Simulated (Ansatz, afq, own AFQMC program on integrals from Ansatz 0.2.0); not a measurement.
Integrals from Ansatz 0.2.0, then the random walk in our own AFQMC program (afq).

```yaml
crystal:
  periodic: [false, false, false]
  atoms:
    - {symbol: Si, position_ang: [0.000000, 0.000000, 0.595671]}
    - {symbol: C, position_ang: [0.000000, 0.000000, -1.106259]}
    - {symbol: H, position_ang: [0.000000, -0.909276, -1.707827]}
    - {symbol: H, position_ang: [0.000000, 0.909276, -1.707827]}
basis:
  gaussian: {orbitals: cc-pVDZ}
magnetization: {spin_polarized: true, initial_magnetization: 0}
correlation: {method: ccsd_t, electrons: outside_noble_gas, hamiltonian_folder: ham}
```

```sh
$ ansatz run in.yaml --threads 1 --pin off --events-out ev --progress --plain --max-ram 1843MiB
```

afq runs on the folder ham with

```
--method phaseless --trial hf --walkers 140 --populations 1 --least-time 40 --time-step 0.005 --steps-per-block 20 --equilibration-blocks 112 --max-blocks 600 --target-error 0.00114 --factor-cut 1e-05 --start spin_pure --seed 1390 --taylor-order 6
```

Times are imaginary, in 1/Eh. The walk had a cap of 536 s.

Output of the walk:

```
orbitals 36  electrons 5 5  factors 279 of 404
reference energy -327.87615448 Eh
CCSD correlation -0.24495678 Eh in 10 cycles, weight of the determinant in the CISD state 0.8613
energy of the start -327.876154 Eh
 block  time / (1/Eh)  mean weight  energy / Eh
     1     0.100  1.0013  -327.923857
     2     0.200  1.0018  -327.966385
     3     0.300  1.0012  -327.999438
     4     0.400  1.0000  -328.020260
     5     0.500  0.9998  -328.030663
     7     0.700  1.0021  -328.066867
     9     0.900  0.9997  -328.076510
    18     1.800  0.9989  -328.114271
    52     5.200  0.9991  -328.101244
    86     8.600  1.0017  -328.113253
   120    12.000  1.0008  -328.121354
   154    15.400  1.0020  -328.133444
   188    18.800  1.0003  -328.149655
   222    22.200  0.9993  -328.117855
   256    25.600  0.9992  -328.134284
   273    27.300  0.9990  -328.156699
   290    29.000  1.0002  -328.122569
   324    32.400  1.0009  -328.127417
   358    35.800  0.9992  -328.144140
   392    39.200  0.9977  -328.130406
   409    40.900  0.9983  -328.088295
   426    42.600  1.0018  -328.125650
   460    46.000  0.9977  -328.125792
   494    49.400  0.9987  -328.108766
   528    52.800  1.0009  -328.123874
   562    56.200  1.0004  -328.117628
   596    59.600  0.9997  -328.098033
   630    63.000  1.0001  -328.138683
   664    66.400  1.0008  -328.108888
   698    69.800  0.9997  -328.134299
blocks merged  error / Eh  count
     1  0.000764  600
     2  0.001017  300
     4  0.001327  150
     8  0.001718  75
    16  0.002048  37
    32  0.002445  18
    64  0.002621  9
energy -328.127659 +/- 0.002445 Eh
(rows thinned)
```

The run passed its tests (sampling time, drift between the halves within three errors, error under three times the target), which doesn't prove that it has relaxed.

Against this walk (error 66.5 meV) on the same determinant: CCSD(T) 82.0 meV lower (within the noise), CCSDT(Q) 129.5 meV lower (within the noise), a separate phaseless walk with a CISD trial and standard settings 145.9 ± 68.6 meV lower. The error is statistical and leaves out the bias of the constraint.

Cautions: constraint bias not in the error; error above the target (66.5 against 31.0 meV); an unrestricted solution with more broken spin lies lower (43 meV, ⟨S²⟩ 0.25), while this determinant keeps restricted orbitals.

The walk took 5.3 min on 1 thread of Arm Neoverse V1, on a shared host. The log's last line is the phaseless energy.

CCSDT and higher add their correlation energy to the determinant of the CCSD(T) run, since their own runs factorise the integrals more tightly (a shift of under 2 meV). A walk keeps the symmetry of its determinant, which the program's search chose and which needn't be the lowest solution, so a lower state of the same spin and another symmetry isn't excluded.
